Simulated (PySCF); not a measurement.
Gas-phase reaction: Si(CH3)4 + 2 SiH3 → 3 CH3SiH3 + C

Computed with PySCF and rigid-rotor harmonic-oscillator thermochemistry at 1 bar. † marks an energy on the PBE0/def2-TZVP geometry and frequencies; other levels use their own. 6-31G* has spherical d functions here. Open shells (unrestricted): SiH3 (multiplicity 2), C (multiplicity 3); the rest are closed-shell singlets. Spin-orbit splitting is ignored; it lowers the true energy and changes the entropy of C. B3LYP is the form with VWN-RPA correlation.

| level | ΔH°(298 K), kJ |
|---|---|
| B3LYP/6-31G* | 449 |
| B3LYP/def2-TZVP† | (withheld) |
| HF/def2-TZVP† | 313 |
| PBE0/def2-SVP† | (withheld) |
| PBE0/def2-TZVP | (withheld) |
| r2SCAN/def2-TZVP† | (withheld) |
| LDA/def2-TZVP† | 581 |
| ωB97X-V/def2-TZVP† | 448 |

### Question
Some entries are withheld; supply them.

### Answer

- B3LYP/def2-TZVP†, ΔH°(298 K), kJ: 444
- PBE0/def2-SVP†, ΔH°(298 K), kJ: 502
- PBE0/def2-TZVP, ΔH°(298 K), kJ: 491
- r2SCAN/def2-TZVP†, ΔH°(298 K), kJ: 491
